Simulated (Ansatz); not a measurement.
Band gap (eV) along a series of related solids, from PBE0-D3(BJ) (plane waves, PAW; Ansatz, a quantum-chemistry and plane-wave program).

| solid | PBE0-D3(BJ) | measured |
|---|---|---|
| zinc-blende BP | 2.60 | 2.2¶ (2.20–2.50) |
| zinc-blende AlP | 2.90 | 2.54 |
| zinc-blende GaP | 2.87 | 2.43 |
| zinc-blende InP | 2.18 | 1.47 |

PBE0-D3(BJ) less measured, from the printed values: zinc-blende BP +0.40 eV, zinc-blende AlP +0.36 eV, zinc-blende GaP +0.44 eV, zinc-blende InP +0.71 eV.

A member of the series is missing where a level wasn't run or failed, where a doubt is noted on the run or the magnetic state, for phases of high temperature or layered ones, and where values are held back for tests.

Density-functional gaps are differences of (generalised) Kohn–Sham levels.

Spin–orbit coupling is included only where a level's name says +SOC; with heavier elements it mostly lowers gaps and can invert bands. Each level is taken at its own relaxed cell. Ansatz's density-functional and Hartree–Fock values are scalar-relativistic unless marked +SOC, with PAW data made under PBE.

Measured values are for low temperature or corrected to a static lattice, gaps with a zero-point shift added back where one is known. References as tabulated in, or derived from, Chen et al. (2018), doi:10.1103/physrevmaterials.2.073803; X. Ren, F. Merz, H. Jiang et al., All-electron periodic G0W0 implementation ….

¶ marks references of a special kind: zinc-blende BP, 2.2 eV (measured, zero-point renormalisation of 0.106 eV removed from the gap extrapolated to 0 K (as printed); the shift is computed, second of two values printed, our sources range from 2.20 to 2.50; as tabulated in X. Ren, F. Merz, H. Jiang et al., All-electron periodic G0W0 implementation …).

Brackets give the range of the sources taken for a reference, where it is wide; it can hold other temperatures.
